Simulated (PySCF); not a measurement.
## Radiative rates from a computed spectrum

Species: C3H3P3.
Cartesian coordinates in Å at the GFN2-xTB level; atoms count from 1:
```
atom  x, y, z in Å
C1    -1.328   -0.871   -0.011
P2    -1.643    0.830   -0.031
C3    -0.088    1.588   -0.019
P4     1.541    1.010    0.003
C5     1.421   -0.715    0.020
P6     0.106   -1.837    0.020
H7    -2.239   -1.468   -0.016
H8    -0.149    2.674   -0.028
H9     2.393   -1.205    0.037
```

Method: PySCF, TDDFT CAM-B3LYP/def2-SVPD, vertical, gas phase, core orbitals frozen in the response.

Computed singlets with f of 0.002 or more:

```tsv
state	λ (nm)	f
S1	322.3	0.028
S7	241.6	0.291
S8	241.6	0.291
```

**Question.** Give A, τ, |μ| and ∫σ dE for each state.

**Answer.** Relations used (vacuum, state to state): A = 0.6670 f ν̃² s⁻¹ (ν̃ in cm⁻¹); τ = 1/A; f = (2/3) ΔE |μ|² in atomic units; ∫σ dE = 109.76 f Mb·eV.

```csv
state,A (s⁻¹),τ,|μ| (D),∫σ dE (Mb·eV)
S1,1.8×10⁷,56 ns,1.38,3.1
S7,3.3×10⁸,3 ns,3.87,32
S8,3.3×10⁸,3 ns,3.87,32
```

States that coincide in energy are taken one by one. Only emission to the ground state at the vertical energy is counted.

**Question.** How much energy does a mole of photons resonant with S8 carry?

**Answer.** 5.132 eV × 96.485 = 495 kJ/mol (118 kcal/mol).

**Question.** Which computed singlets stay under f = 0.002?

**Answer.** S2 (3.93 eV, f 0.0000), S3 (3.94 eV, f 0.0000), S4 (3.98 eV, f 0.0000), S5 (3.98 eV, f 0.0000) and S6 (4.54 eV, f 0.0000).

**Question.** Suppose S1 emitted 0.3 eV lower with the same transition dipole. How would A change?

**Answer.** At fixed |μ|, A goes as the cube of the energy: (3.55/3.85)³ = 0.78, which makes τ about 71 ns.
